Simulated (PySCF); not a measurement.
Structure problem from calculated spectra and properties.

Formula: C3H7NO.

| Property | Result |
| --- | --- |
| Dipole | 3.77 D [PBE0/pcSseg-1] |
| 13C NMR | chemical shifts (computed TMS as zero) by class: 172.2 (1 C), 28.3 (1 C), 9.6 (1 C) ppm [GIAO PBE0/pcSseg-1] |
| Rotational structure | rotational constants A, B, C: 9.911, 3.824, 2.864 GHz [PBE0-D3(BJ)/def2-SVP] |
| 1H NMR | chemical shifts (computed TMS as zero) by class: 4.42 (1 H), 4.29 (1 H), 1.86 (2 H), 1.06 (3 H) ppm [GIAO PBE0/pcSseg-1] |
| Couplings | largest of the computed one-bond spin–spin couplings (means over like bonds): 13C–1H +135.0 (×3), 13C–1H +128.4 (×2), 15N–1H -96.0, 15N–1H -94.8, 13C–13C +51.2, 13C–13C +40.8, 17O–13C +29.0, 15N–13C -16.6 Hz [B3LYP/pcJ-1, spin–dipole term left out for some pairs] |
| NMR, other nuclei | isotropic shieldings of nuclei other than C and H, by class: 154 (1 N), -90 (1 O) ppm [GIAO PBE0/pcSseg-1] |

Gas-phase values; electronic properties from PySCF, density fitting. Levels stand in brackets. One conformer (not necessarily the lowest) at the PBE0-D3(BJ)/def2-SVP geometry, without solvent, vibrations or thermal averaging. NMR classes are plain means over equivalent atoms (diastereotopic ones count apart unless rotation or inversion swaps them), as if these changed places fast.

Question: What is the compound? Reason from the data.

Answer: Numbering: `[CH3:1][CH2:2][C:3]([NH2:4])=[O:5]`. Its formula, C3H7NO, gives 1 degree of unsaturation: 0 rings and 1 π bond in the structure found. 3 carbons fall into 3 classes; from least to most shielded: amide carbonyl carbon [C3] (172.2 ppm), sp3 carbon next to a carbonyl [C2] (28.3 ppm), methyl carbon [C1] (9.6 ppm). Hydrogen classes from least to most shielded: 1 H on an amide nitrogen, N4 (4.42 ppm), 1 H on an amide nitrogen, N4 (4.29 ppm), 2 H on an sp3 carbon next to a carbonyl, C2 (1.86 ppm), 3 H on a methyl carbon, C1 (1.06 ppm, a mean of values up to 0.7 ppm apart in this geometry). The other shieldings belong to: 154 ppm, amide nitrogen [N4]; -90 ppm, amide oxygen [O5]. The couplings run between: +135.0 Hz, methyl carbon [C1] and its hydrogen (with 2 like pairs); +128.4 Hz, sp3 carbon next to a carbonyl [C2] and its hydrogen (with 1 like pair); -96.0 Hz, amide nitrogen [N4] and its hydrogen; -94.8 Hz, amide nitrogen [N4] and its hydrogen; +51.2 Hz, sp3 carbon next to a carbonyl [C2] and amide carbonyl carbon [C3]; +40.8 Hz, methyl carbon [C1] and sp3 carbon next to a carbonyl [C2]; +29.0 Hz, amide oxygen [O5] and amide carbonyl carbon [C3]; -16.6 Hz, amide nitrogen [N4] and amide carbonyl carbon [C3]. By its constants the optimised geometry is an asymmetric top. Structure: propanamide, `CCC(N)=O`. The assignments are read from this structure; whether some other isomer fits the data as well wasn't checked.

Conformer computed: `[CH3:1][CH2:2][C:3]([NH2:4])=[O:5]`: C1–C2–C3–N4 -171°, H–N4–C3–C2 1°, H–N4–C3–C2 -178°.
